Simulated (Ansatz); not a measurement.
# BC (doublet): B2PLYP over vertical spin and charge gaps, def2-QZVPP

How well do these functionals follow the top wave-function level for BC (doublet) over vertical spin and charge gaps?

Computed with Ansatz 0.2.0, Gaussian basis. Level: def2-QZVPP, all electrons in the functionals, frozen cores in the correlation of double hybrids and RPA.

To be run: B2PLYP, at charge 0, doublet; charge 0, quartet; charge 1, singlet; charge 1, triplet.

2 further runs of the same task are left out: 2 set aside as unsound or not needed.

## 1. The system

The geometry is a PBE0/def2-TZVP stationary point (not a proven minimum).

2 atoms, charge 0, spin multiplicity 2.

Atoms are counted from 1 here; the program's logs count them from 0.

Bond lengths: B1–C2 1.489 Å.

No dispersion term is added.

The geometry shown and the zero of energy belong to the point charge 0, doublet. The yardstick, UCCSD(T), and other wave-function levels (R restricted, U unrestricted, valence and pair active spaces) come from earlier runs.

## 2. B2PLYP, charge 0, doublet

Input file in.yaml:

```yaml
crystal:
  periodic: [false, false, false]
  atoms:
    - {symbol: B, position_ang: [0.000000, 0.000000, 0.000000]}
    - {symbol: C, position_ang: [0.000000, 0.000000, 1.488912]}
basis:
  gaussian: {orbitals: "def2-QZVPP.json"}
magnetization: {spin_polarized: true, initial_magnetization: 1}
hamiltonian: {xc: {name: B2PLYP}}
correlation: {electrons: outside_noble_gas}
```

On the command line:

```sh
ansatz run in.yaml --threads 1 --pin off --events-out ev --progress --plain --max-ram 2393MiB
```

The log of the run:

```text
Functional definition: B2PLYP
  name "B2PLYP"
  cite "Grimme, J. Chem. Phys. 124, 034108 (2006) doi:10.1063/1.2148954"
  cite "Becke, Phys. Rev. A 38, 3098 (1988) doi:10.1103/PhysRevA.38.3098"
  cite "Lee, Yang & Parr, Phys. Rev. B 37, 785 (1988) doi:10.1103/PhysRevB.37.785"
  parameter a = 0.53
  parameter c = 0.27
  exchange = (1 - a)*b88_x + a*exact_x
  correlation = (1 - c)*lyp_c + c*(mp2_os + mp2_ss)
698 factors; integrals over basis functions are off by at most 1.2e-3 eV
mean field evaluation 1: about -1698.1784 eV, gradient 2.1e1 eV
mean field evaluation 2: about -1698.1790 eV, gradient 2.1e1 eV
mean field evaluation 4: about -1700.7311 eV, gradient 2.9e0 eV
mean field evaluation 8: about -1700.7918 eV, gradient 2.4e-1 eV
mean field evaluation 16: about -1701.7406 eV, gradient 8.6e-3 eV
mean field evaluation 32: about -1701.7406 eV, gradient 2.5e-2 eV
mean field evaluation 64: about -1702.2492 eV, gradient 4.6e-8 eV
mean field evaluation 96: about -1702.2490 eV, gradient 3.2e-2 eV
mean field evaluation 128: about -1702.1487 eV, gradient 1.3e-2 eV
mean field evaluation 160: about -1702.2488 eV, gradient 5.2e-2 eV
mean field evaluation 192: about -1702.2482 eV, gradient 4.4e-2 eV
mean field -1702.24916704 eV, -62.5565030628 hartree, gradient 4.6e-8 eV, S^2 1.779787; 12 other end points of the search recorded, 0 dependent functions left out
2 core orbitals not correlated: weight in the atoms' cores, before any rotation towards them, 1.000 or more for the frozen orbitals, at most 0.000 for the correlated occupied ones
reference -1702.24928040 eV, -62.5565072287 hartree; 4, 3 occupied and 108, 109 virtual orbitals, 698 factors
second order -5.74547155 eV of doubles, -0.00000000 eV of singles
Total energy: -1703.80055772 eV, -62.6135156186 hartree
```

Wall time 13 s (1 thread of AMD EPYC 9B45, shared host).

From the report: ⟨S²⟩ of the determinant 1.780 (pure doublet: 0.75). The determinant is far from a pure spin state, so its energy mixes those of several spin states (harmless only where they are near-degenerate, as at dissociation).

## 3. B2PLYP, charge 0, quartet

Edit in.yaml of step 2 so:

```diff
@@ -7,3 +7,3 @@
   gaussian: {orbitals: "def2-QZVPP.json"}
-magnetization: {spin_polarized: true, initial_magnetization: 1}
+magnetization: {spin_polarized: true, initial_magnetization: 3}
 hamiltonian: {xc: {name: B2PLYP}}
```

The command is unchanged.

The log of the run:

```text
Functional definition: B2PLYP
  name "B2PLYP"
  cite "Grimme, J. Chem. Phys. 124, 034108 (2006) doi:10.1063/1.2148954"
  cite "Becke, Phys. Rev. A 38, 3098 (1988) doi:10.1103/PhysRevA.38.3098"
  cite "Lee, Yang & Parr, Phys. Rev. B 37, 785 (1988) doi:10.1103/PhysRevB.37.785"
  parameter a = 0.53
  parameter c = 0.27
  exchange = (1 - a)*b88_x + a*exact_x
  correlation = (1 - c)*lyp_c + c*(mp2_os + mp2_ss)
698 factors; integrals over basis functions are off by at most 1.2e-3 eV
mean field evaluation 1: about -1701.5193 eV, gradient 1.3e1 eV
mean field evaluation 2: about -1701.5201 eV, gradient 1.3e1 eV
mean field evaluation 4: about -1702.5374 eV, gradient 2.3e0 eV
mean field evaluation 8: about -1702.5914 eV, gradient 3.0e-1 eV
mean field evaluation 16: about -1702.6044 eV, gradient 9.6e-4 eV
mean field evaluation 32: about -1702.5256 eV, gradient 1.4e0 eV
mean field -1702.60435468 eV, -62.5695559677 hartree, gradient 1.1e-6 eV, S^2 3.756700; 4 other end points of the search recorded, 0 dependent functions left out
2 core orbitals not correlated: weight in the atoms' cores, before any rotation towards them, 1.000 or more for the frozen orbitals, at most 0.000 for the correlated occupied ones
reference -1702.60446902 eV, -62.5695601697 hartree; 5, 2 occupied and 107, 110 virtual orbitals, 698 factors
second order -6.13601450 eV of doubles, -0.00000000 eV of singles
Total energy: -1704.26119293 eV, -62.6304436506 hartree
```

Run time: 1.5 s. Hardware: 1 thread of AMD EPYC 9B45, shared host.

From the report: ⟨S²⟩ of the determinant 3.757 (pure quartet: 3.75).

From charge 0, doublet: -44.4 kJ/mol.

## 4. B2PLYP, charge 1, singlet

Edit in.yaml of step 3 so:

```diff
@@ -7,3 +7,4 @@
   gaussian: {orbitals: "def2-QZVPP.json"}
-magnetization: {spin_polarized: true, initial_magnetization: 3}
+total_charge: 1
+magnetization: {spin_polarized: true, initial_magnetization: 0}
 hamiltonian: {xc: {name: B2PLYP}}
```

The command is unchanged.

The log of the run:

```text
Functional definition: B2PLYP
  name "B2PLYP"
  cite "Grimme, J. Chem. Phys. 124, 034108 (2006) doi:10.1063/1.2148954"
  cite "Becke, Phys. Rev. A 38, 3098 (1988) doi:10.1103/PhysRevA.38.3098"
  cite "Lee, Yang & Parr, Phys. Rev. B 37, 785 (1988) doi:10.1103/PhysRevB.37.785"
  parameter a = 0.53
  parameter c = 0.27
  exchange = (1 - a)*b88_x + a*exact_x
  correlation = (1 - c)*lyp_c + c*(mp2_os + mp2_ss)
698 factors; integrals over basis functions are off by at most 1.2e-3 eV
mean field evaluation 1: about -1684.4705 eV, gradient 2.9e1 eV
mean field evaluation 2: about -1684.4704 eV, gradient 2.9e1 eV
mean field evaluation 4: about -1689.9088 eV, gradient 4.2e0 eV
mean field evaluation 8: about -1690.0585 eV, gradient 1.8e-1 eV
mean field evaluation 16: about -1690.0587 eV, gradient 1.2e-6 eV
mean field evaluation 32: about -1691.9663 eV, gradient 2.2e-1 eV
mean field evaluation 64: about -1691.9803 eV, gradient 3.9e-2 eV
mean field evaluation 96: about -1691.9730 eV, gradient 8.3e-1 eV
mean field evaluation 128: about -1691.9683 eV, gradient 5.6e-1 eV
mean field evaluation 160: about -1691.9758 eV, gradient 2.5e-1 eV
mean field -1691.98077825 eV, -62.1791467348 hartree, gradient 5.3e-6 eV, S^2 1.736629; 13 other end points of the search recorded, 0 dependent functions left out
2 core orbitals not correlated: weight in the atoms' cores, before any rotation towards them, 1.000 or more for the frozen orbitals, at most 0.000 for the correlated occupied ones
reference -1691.98089588 eV, -62.1791510578 hartree; 3, 3 occupied and 109, 109 virtual orbitals, 698 factors
second order -4.16435652 eV of doubles, -0.00000000 eV of singles
Total energy: -1693.10527214 eV, -62.2204711232 hartree
```

Run time: 8.5 s. Hardware: 1 thread of AMD EPYC 9B45, shared host.

From the report: ⟨S²⟩ of the determinant 1.737 (pure singlet: 0.00). The determinant is far from a pure spin state, so its energy mixes those of several spin states (harmless only where they are near-degenerate, as at dissociation).

From charge 0, doublet: +1031.9 kJ/mol.

## 5. B2PLYP, charge 1, triplet

Edit in.yaml of step 4 so:

```diff
@@ -8,3 +8,3 @@
 total_charge: 1
-magnetization: {spin_polarized: true, initial_magnetization: 0}
+magnetization: {spin_polarized: true, initial_magnetization: 2}
 hamiltonian: {xc: {name: B2PLYP}}
```

Same command.

The log of the run:

```text
Functional definition: B2PLYP
  name "B2PLYP"
  cite "Grimme, J. Chem. Phys. 124, 034108 (2006) doi:10.1063/1.2148954"
  cite "Becke, Phys. Rev. A 38, 3098 (1988) doi:10.1103/PhysRevA.38.3098"
  cite "Lee, Yang & Parr, Phys. Rev. B 37, 785 (1988) doi:10.1103/PhysRevB.37.785"
  parameter a = 0.53
  parameter c = 0.27
  exchange = (1 - a)*b88_x + a*exact_x
  correlation = (1 - c)*lyp_c + c*(mp2_os + mp2_ss)
698 factors; integrals over basis functions are off by at most 1.2e-3 eV
mean field evaluation 1: about -1685.7378 eV, gradient 2.9e1 eV
mean field evaluation 2: about -1685.7388 eV, gradient 2.9e1 eV
mean field evaluation 4: about -1691.2841 eV, gradient 4.0e0 eV
mean field evaluation 8: about -1691.4358 eV, gradient 4.6e-1 eV
mean field evaluation 16: about -1692.5543 eV, gradient 9.0e-1 eV
mean field evaluation 32: about -1692.5731 eV, gradient 2.2e-1 eV
mean field evaluation 64: about -1690.0041 eV, gradient 1.6e1 eV
mean field -1692.57486116 eV, -62.2009788790 hartree, gradient 2.5e-6 eV, S^2 2.850257; 5 other end points of the search recorded, 0 dependent functions left out
2 core orbitals not correlated: weight in the atoms' cores, before any rotation towards them, 1.000 or more for the frozen orbitals, at most 0.000 for the correlated occupied ones
reference -1692.57497795 eV, -62.2009831712 hartree; 4, 2 occupied and 108, 110 virtual orbitals, 698 factors
second order -3.95816105 eV of doubles, -0.00000000 eV of singles
Total energy: -1693.64368144 eV, -62.2402572998 hartree
```

Run time: 3.5 s. Hardware: 1 thread of AMD EPYC 9B45, shared host.

From the report: ⟨S²⟩ of the determinant 2.850 (pure triplet: 2.00). The determinant is far from a pure spin state, so its energy mixes those of several spin states (harmless only where they are near-degenerate, as at dissociation).

From charge 0, doublet: +980.0 kJ/mol.

## 6. The comparison

No level is safe as a reference over these points; UCCSD(T) serves as a yardstick only. It comes from earlier runs at the same points. Energies in kJ/mol, counted from charge 0, doublet; blanks weren't run or aren't comparable.

```
   level  doublet to quartet  ionisation to the singlet cation  ionisation to the triplet cation
UCCSD(T)               -46.2                                                               975.8
  B2PLYP               -44.4                            1031.9                             980.0
```

Largest miss and mean time a point (UCCSD(T) took 15 s a point; shared hosts):

```
 level  largest miss (kJ/mol)                             where  time a point
B2PLYP                   +4.1  ionisation to the triplet cation         6.5 s
```

## 7. What came out

```
                                  quantity                                           value
              doublet to quartet, UCCSD(T)                                    -46.2 kJ/mol
ionisation to the triplet cation, UCCSD(T)                                    975.8 kJ/mol
                      largest miss, B2PLYP  +4.1 kJ/mol (ionisation to the triplet cation)
```

Misses are known at 2 of 3 points at best, and only functionals with that many are ranked. B2PLYP strays by up to 4.1 kJ/mol, at ionisation to the triplet cation. B2PLYP clearly breaks the spin symmetry at some points (⟨S²⟩ up to 1.74 above the pure value), so energy there is bought with a mixed spin. Functionals and the yardstick converge differently with the basis, so part of each miss in def2-QZVPP is the basis. The yardstick itself may be off where one determinant is a poor start.
